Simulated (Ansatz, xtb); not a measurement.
## A ladder of methods for C4H10S (isopropyl methyl sulfide)

The species is C4H10S (15 atoms), meant as a singlet with charge 0. SMILES: `CSC(C)C`. The shape is that of a PBE0-D4/def2-TZVP optimisation. This is one conformer, not always the lowest.

Each level gives the atomisation enthalpy at 298 K (kJ/mol). The values are calculated. The thermal term (zero-point and 298 K enthalpy, harmonic and unscaled) is that of GFN1-xTB; the spin-orbit lowering of the free atoms at 298 K, 1.9 kJ/mol by their spectra, is taken off.

**What was measured.** CRC Handbook of Chemistry and Physics gives the atomisation enthalpy at 298 K of the gas as 5415 kJ/mol.

```
                               level                    kind  program  value (kJ/mol)  computed − measured  CPU time (all runs)
     HF/6-31G* (spherical functions)            Hartree–Fock   Ansatz            3981                -1434                3.8 s
  SVWN5/6-31G* (spherical functions)                     LDA   Ansatz            6195                 +780                6.9 s
    PBE/6-31G* (spherical functions)                     GGA   Ansatz            5499                  +84                 10 s
  B3LYP/6-31G* (spherical functions)           global hybrid   Ansatz            5374                  -41                 11 s
  BHLYP/6-31G* (spherical functions)           global hybrid   Ansatz            5256                 -159                 13 s
wB97M-V/6-31G* (spherical functions)  range-separated hybrid   Ansatz            5485                  +70                2 min
 B2PLYP/6-31G* (spherical functions)           double hybrid   Ansatz            5238                 -177                 14 s
    MP2/6-31G* (spherical functions)     perturbation theory   Ansatz            4946                 -469                4.6 s
CCSD(T)/6-31G* (spherical functions)   coupled cluster or CI   Ansatz            4917                 -498                 33 s
```

Nearest: B3LYP/6-31G* (spherical functions) (-41 kJ/mol); farthest: HF/6-31G* (spherical functions) (-1434 kJ/mol). Computed less measured by kind, in kJ/mol (6-31G* rows): Hartree–Fock -1434; LDA +780; GGA +84; global hybrid -159 to -41; range-separated hybrid +70; double hybrid -177; perturbation theory -469; coupled cluster or CI -498. Wave-function methods converge slowly with the basis and bind too weakly in sets of this size; that is part of their error here. Times are those of the runs behind each value, whatever else they computed, on shared processors of several kinds: orders of magnitude only.
